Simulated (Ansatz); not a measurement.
Relaxation of H₅NSi (7 atoms, charge 0, multiplicity 1), to a largest force component of 0.02 eV/Å in at most 40 steps.

Level of theory: Ansatz, RKS PBE-D4/STO-3G.

```xyz
7
Properties=species:S:1:pos:R:3:forces:R:3
Si 0.000 0.000 0.000 2.32 0.00 -0.85
H 0.000 0.000 1.460 -0.26 0.00 0.11
N 1.716 0.000 -0.606 -1.90 0.00 0.44
H 2.215 -0.918 -0.787 -0.14 1.35 0.07
H 2.217 0.918 -0.778 -0.14 -1.35 0.06
H -0.688 1.191 -0.486 0.06 0.01 0.08
H -0.688 -1.191 -0.486 0.06 -0.01 0.08
```

Task: Where does it end, and by what steps?

Result: It converged. Limits of this set-up: minimal basis. After 8 steps the energy has fallen by 0.376 eV; N3 moved furthest, 0.36 Å.

| step | energy less start (eV) | largest force component (eV/Å) | accepted |
| --- | --- | --- | --- |
| 0 | 0.0000 | 2.323 | yes |
| 1 | -0.1828 | 1.254 | yes |
| 2 | -0.2485 | 1.138 | yes |
| 3 | -0.2917 | 1.211 | yes |
| 4 | -0.3159 | 2.215 | yes |
| 5 | -0.3594 | 0.672 | yes |
| 6 | -0.3748 | 0.124 | yes |
| 7 | -0.3764 | 0.072 | yes |
| 8 | -0.3765 | 0.011 | yes |

```xyz
7
Properties=species:S:1:pos:R:3
Si 0.041 0.000 -0.064
H 0.147 -0.001 1.398
N 1.613 0.000 -0.954
H 2.172 -0.824 -0.571
H 2.173 0.823 -0.569
H -0.686 1.195 -0.461
H -0.687 -1.194 -0.463
```

Run time: 5.5 s on 1 thread of Arm Neoverse V2, with other jobs on the host, peak memory 0.092 GiB.
